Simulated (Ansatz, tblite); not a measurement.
Cost and result up the ladder for the cluster LiF₂⁻ (the lowest singlet isomer of a short search) (3 atoms). Total charge -1; singlet. Geometry: r2SCAN-D4/def2-TZVPD.

```tsv
atom	x (Å)	y (Å)	z (Å)
Li1	0.0000	0.0000	0.0000
F2	0.6281	1.5506	-0.2671
F3	-0.6281	-1.5506	0.2671
```

Ansatz on 4 threads of Arm Neoverse V2 on a shared host; xTB runs through tblite on one thread. Times are rough, summed over both states, and most runs start from the orbitals of an earlier one. CCSD(T)/def2-TZVPPD serves as the yardstick here, not as an exact answer. The other state is a doublet.

The xTB rows come from tblite. Correlated methods freeze 2 core orbitals; core or outer-core shells of Li are correlated, in sets that lack core-valence functions. The structure comes from a short search, and lower isomers may exist.

Raw xTB energies of ions are shifted by several eV.

```json
{"level": "GFN1-xTB", "functions": "12", "vertical IE (eV)": "9.77", "difference from CCSD(T)/def2-TZVPPD (eV)": "3.33"}
{"level": "PBE-D4/def2-TZVPD (with forces)", "functions": "97", "vertical IE (eV)": "4.95", "difference from CCSD(T)/def2-TZVPPD (eV)": "-1.50"}
{"level": "CCSD(T)/def2-TZVPPD", "functions": "102", "vertical IE (eV)": "6.44", "difference from CCSD(T)/def2-TZVPPD (eV)": "0.00"}
{"level": "r2SCAN-D4/def2-TZVPD", "functions": "97", "vertical IE (eV)": "5.04", "difference from CCSD(T)/def2-TZVPPD (eV)": "-1.40"}
{"level": "GFN2-xTB", "functions": "12", "vertical IE (eV)": "9.00", "difference from CCSD(T)/def2-TZVPPD (eV)": "2.56"}
```

Problem. Estimate how long each takes.

Solution. GFN2-xTB 0.002 s; GFN1-xTB 0.003 s; PBE-D4/def2-TZVPD (with forces) 1.9 s; r2SCAN-D4/def2-TZVPD 2.7 s; CCSD(T)/def2-TZVPPD 4.8 s. On shared hardware such times vary by a factor of up to 3.
